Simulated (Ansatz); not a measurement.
System (SMILES): Cl (HCl).
Atoms: Cl1, H2. Bonds: Cl1-H2.

Basis-set convergence of the optimised Cl1-H2 bond length at MP2 with Ansatz (an electronic-structure program). The reference of a correlated method is not its basis-set limit, which lies further on. Cartesian d functions, on some or all atoms, in 6-31+G*, 6-311G**; all else is spherical. Cores are frozen. No added dispersion term, no relativity. Reference: the value in aug-cc-pV(5+d)Z, 1.2718 Å, itself unsure by roughly 0.0002 Å (its mean distance from pcseg-4, aug-pcseg-3, aug-cc-pV(Q+d)Z). Deviations are taken from unrounded values.

| basis | functions | optimised Cl1-H2 bond length (Å) | minus reference (Å) |
|---|---|---|---|
| STO-3G | 10 | 1.3281 | 0.0563 |
| 6-31G | 15 | 1.3175 | 0.0457 |
| pcseg-0 | 15 | 1.3174 | 0.0456 |
| def2-SVP | 23 | 1.2755 | 0.0038 |
| pcseg-1 | 23 | 1.2826 | 0.0108 |
| 6-31+G* | 25 | 1.2810 | 0.0093 |
| cc-pV(D+d)Z | 28 | 1.2803 | 0.0086 |
| 6-311G** | 33 | 1.2741 | 0.0023 |
| def2-SVPD | 35 | 1.2823 | 0.0106 |
| aug-pcseg-1 | 36 | 1.2847 | 0.0129 |
| aug-cc-pV(D+d)Z | 41 | 1.2832 | 0.0114 |
| pcseg-2 | 48 | 1.2692 | -0.0025 |
| jun-cc-pV(T+d)Z | 62 | 1.2717 | 0.0000 |
| 6-311++G(3df,3pd) | 65 | 1.2718 | 0.0000 |
| aug-pcseg-2 | 73 | 1.2720 | 0.0002 |
| aug-cc-pV(Q+d)Z | 135 | 1.2720 | 0.0003 |
| cc-pV(5+d)Z | 155 | 1.2714 | -0.0003 |
| aug-cc-pV(5+d)Z | 216 | 1.2718 | 0.0000 |
